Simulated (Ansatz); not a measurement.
Born–Oppenheimer molecular dynamics of C₂H₄N (7 atoms, charge -1, multiplicity 1). It starts at the highest image of a converged band. Of that band: Neighbouring images differ by up to 1.2 eV, so the band resolves the path poorly. A vibrational analysis at the climbing image gives one clearly imaginary mode, 1594i cm⁻¹: a first-order saddle point.

Theory: UKS B3LYP-D4/def2-SVP (Ansatz 0.2.0).

```json
{
 "ensemble": "NVE (velocity Verlet)",
 "time step": "0.5 fs",
 "steps asked": "200",
 "starting velocities drawn for": "100 K",
 "seed": "9405"
}
```

First frame:

```xyz
7
Properties=species:S:1:pos:R:3
C -0.594 0.643 -0.325
C 0.081 -0.401 0.425
N 1.391 -0.526 0.369
H -1.607 0.908 0.014
H -0.043 1.470 -0.861
H -0.862 -0.688 -0.479
H 1.634 -1.406 0.856
```

Question: How far do the bonds stretch over the last three quarters of this one trajectory? (Pairs bonded in most of those frames.)

Answer: 
```csv
bond,mean (Å),spread (Å),shortest,longest
C1–C2,1.411,0.041,1.33,1.47
C1–H4,1.106,0.011,1.08,1.13
C1–H5,1.109,0.017,1.08,1.15
C2–N3,1.348,0.048,1.27,1.43
C2–H6,1.244,0.128,1.00,1.49
N3–H7,1.040,0.014,1.00,1.06
```

Mean temperature of the second half: 2017 K. The conserved energy stayed within 0.85 meV per atom of its start (net change -0.33 meV per atom), so the integration is sound. The system heated up, since it started high on the potential surface and ran downhill. A run of 0.1 ps of so small a system gives no equilibrium averages. The orbitals stay closed-shell, which can raise the energy where a bond breaks towards radicals; this wasn't checked here. Limits of this set-up: an anion without diffuse functions, the dipole of an ion depends on the origin.

Run time: 7.6 min on 1 thread of Arm Neoverse V1, on a shared host, peak memory 0.13 GiB.
